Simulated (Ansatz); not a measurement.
Born–Oppenheimer molecular dynamics of CH4AlCl (7 atoms, charge 0, multiplicity 1). It starts from a relaxed structure.

The calculation used RKS B3LYP-D4/def2-SVP in Ansatz.

| Property | Result |
| --- | --- |
| ensemble | NVT, Langevin thermostat |
| time step | 0.5 fs |
| steps asked | 250 |
| set temperature | 200 K |
| friction | 0.001 /fs |
| seed | 673597 |

First frame:

```xyz
7
Properties=species:S:1:pos:R:3
Al -0.006 0.001 -0.002
H 0.093 -0.003 1.574
Cl 1.835 0.000 -1.053
C -1.678 0.002 -1.000
H -2.263 -0.908 -0.775
H -2.309 0.859 -0.704
H -1.526 0.048 -2.090
```

Problem. What does the run give?

Solution. All steps were run.

```
steps done                                               : 250
time covered                                             : 125 fs
mean temperature over the second half                    : 91 K
spread of the potential energy over the second half      : 3.4 meV per atom
mean potential energy of the second half above the start : 8.5 meV per atom
```

The mean temperature of the second half is 55 % below the set value. A run of 0.12 ps of so small a system gives no equilibrium averages.

Problem. What happens to the structure?

Solution. The same pairs are bonded in the first frame and the last. Pairs count as bonded within 1.25 times the sum of covalent radii (0.12 Å more for H–H). Another seed would give other details.

Problem. How do temperature and energy run in time?

Solution. 
```
time (fs)  T (K)  potential energy less start (eV)
      0.0    171                             0.000
     10.0     60                             0.097
     20.0    111                             0.054
     30.0    104                             0.059
     40.0     91                             0.079
     50.0    133                             0.029
     60.0     57                             0.094
     70.0    107                             0.034
     80.0    100                             0.037
     90.0     61                             0.078
    100.0    119                             0.038
    110.0     66                             0.094
    120.0     97                             0.063
```

The run took 4.5 min on 1 thread of Intel(R) Xeon(R) 6975P-C (Granite Rapids), on a shared host, peak memory 0.14 GiB.
